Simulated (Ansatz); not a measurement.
# CH4N: the cost of one run

All numbers below are computed with Ansatz 0.2.0 (UKS PBE/def2-SVP).

## 1. The starting structure

Bond lengths: C1–N2 1.394 Å, C1–H3 1.104 Å, C1–H4 1.091 Å, C1–H5 1.104 Å, N2–H6 1.019 Å. Angles: C1–N2–H6 111.1°, N2–C1–H3 111.9°, N2–C1–H4 109.4°, N2–C1–H5 112.4°, H3–C1–H4 109.3°, H3–C1–H5 104.2°, H4–C1–H5 109.6°.

Structure file:

```xyz
6

C    -0.0665   -0.2714   -0.2369
N    -0.2761    0.4160    0.9576
H    -0.2578    0.3661   -1.1178
H    -0.7231   -1.1420   -0.2732
H     0.9823   -0.5929   -0.3589
H     0.3412    1.2242    1.0293
```

## 2. Relaxing the start

The input, input.yaml:

```yaml
crystal:
  periodic: [false, false, false]
  atoms:
    - { symbol: C, position_ang: [-0.06649, -0.27143, -0.23689] }
    - { symbol: "N", position_ang: [-0.27609, 0.41603, 0.95763] }
    - { symbol: H, position_ang: [-0.25782, 0.36615, -1.11783] }
    - { symbol: H, position_ang: [-0.72309, -1.14201, -0.27324] }
    - { symbol: H, position_ang: [0.9823, -0.59295, -0.35893] }
    - { symbol: H, position_ang: [0.34119, 1.22421, 1.02926] }
magnetization:
  spin_polarized: true
  initial_magnetization: 1
basis:
  gaussian: { orbitals: def2-SVP }
hamiltonian:
  xc: pbe
relax:
  f_tol: 0.02
  max_steps: 40
```

Run with:

```sh
$ ansatz run input.yaml --threads 1 --pin off --max-ram 2048MiB --backend cpu --events-out ev --progress --plain --runs-dir out
```

Q: Estimate wall time and peak memory on 1 thread of Arm Neoverse V2, shared host.

About 6.2 s, with a peak of 0.11 GiB.
